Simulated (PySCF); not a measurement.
Simulated C 1s region for `CC1=NC1`, binding energy against the vacuum level.

Every computed line was given a Gaussian of 0.8 eV full width at half maximum and an area set by the number of equivalent atoms; the highest printed point is 100. The calculation used delta-SCF UKS SCAN, pcX-2 on the ionised atom, pcseg-1 elsewhere, spin-free X2C (PySCF).

(binding energy (eV), intensity): (290.3, 0), (290.4, 1), (290.5, 1), (290.6, 3), (290.7, 5), (290.8, 10), (290.9, 17), (291.0, 26), (291.1, 39), (291.2, 53), (291.3, 68), (291.4, 81), (291.5, 91), (291.6, 98), (291.7, 100), (291.8, 99), (291.9, 96), (292.0, 90), (292.1, 84), (292.2, 76), (292.3, 66), (292.4, 55), (292.5, 44), (292.6, 32), (292.7, 22), (292.8, 14), (292.9, 8), (293.0, 4), (293.1, 2), (293.2, 1), (293.3, 0), (293.4, 0)

How many maxima does the curve show, and how many computed lines lie under it?

The curve has 1 maximum (at 291.7 eV). Under it lie 3 lines from 3 inequivalent carbon sites. At this width some lines have no maximum of their own.

Decompose the envelope and assign each component. Numbering: `[CH3:1][C:2]1=[N:3][CH2:4]1`.

```tsv
position (eV)	relative area	line	atoms	environment
291.43	1	C 1s	C4	sp3 carbon bound to nitrogen
291.76	1	C 1s	C1	methyl carbon
292.25	1	C 1s	C2	C=N carbon
```

What are the centre and the root-mean-square width of the whole band?

The area-weighted mean of the lines is 291.82 eV. Their own spread about it is 0.34 eV (rms) and each Gaussian has σ = 0.8/2.355 = 0.34 eV; the variances add, which gives 0.48 eV.

Lowest listed C 1s: C4, bonded to N, C and 2 H. Highest, 0.82 eV above it: C2, bonded to N (double bond) and 2 C. Summing the Pauling electronegativity differences to the bonded atoms, each weighted by its formal bond order, gives -0.21 for the lowest site and +0.98 for the highest; no listed site has a larger sum than the highest. The smallest sum, -1.05, belongs to C1, 0.33 eV above the lowest.

The curve has no shake-up lines and no vibrational structure. The unrestricted hole states depart most from a pure doublet (⟨S²⟩ = 0.75; over 0.85 named) for C 1s of C2 (0.91), which makes this value less certain. Isolated species at its PBE0-D3(BJ)/def2-SVP geometry, gas phase.

The run took 14 s on one thread of an x86-64 server, on a shared host.
